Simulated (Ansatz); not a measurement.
Two isomers of C3H5NO: A = `CCOC#N`, B = `N=CC1CO1`.

Computed with Ansatz on PBE0-D4/def2-TZVP structures; ΔE is electronic, products minus reactants. CCSD(T)/CBS is the MP2 limit (def2-TZVPP, def2-QZVPP) plus CCSD(T) − MP2 in def2-TZVPP, frozen cores. Functionals use def2-TZVPP. B3LYP here is the variant with VWN-RPA as its local correlation; programs differ in this. One conformer a species, not always the lowest.

Question: Which is lower in electronic energy at CCSD(T)/CBS, and by how much? (Estimate.)

Answer: Ansatz gave: A, by 71.5 kJ/mol.

Question: Give E(B) − E(A) in kJ/mol with B2PLYP, MP2/def2-TZVPP, CCSD(T)/def2-SVP, HF/def2-TZVPP, CCSD/def2-TZVPP, B3LYP, r2SCAN-D4. (An estimate is asked.)

Answer: Computed: B2PLYP 81.3, MP2/def2-TZVPP 81.1, CCSD(T)/def2-SVP 85.8, HF/def2-TZVPP 95.4, CCSD/def2-TZVPP 77.5, B3LYP 75.8, r2SCAN-D4 64.6. None reverses the order clearly.

Question: Does the order hold for the free energy at 298.15 K (harmonic terms from PBE0-D4)? (Estimate.)

Answer: Computed: Yes: G(B) − G(A) = +75.7 kJ/mol, for one conformer each.

Largest T1 diagnostic: 0.013.

Leaving LDA and LC-ωPBE aside and taking each functional with its dispersion term where it has one, the values, not all of them listed here, spread over 24.3 kJ/mol, from PBE-D4 to B2PLYP. LDA lies −11.3 kJ/mol from PBE without D4. At CCSD(T), def2-SVP lies +14.3 kJ/mol from the extrapolated value and def2-TZVPP +4.7 kJ/mol.
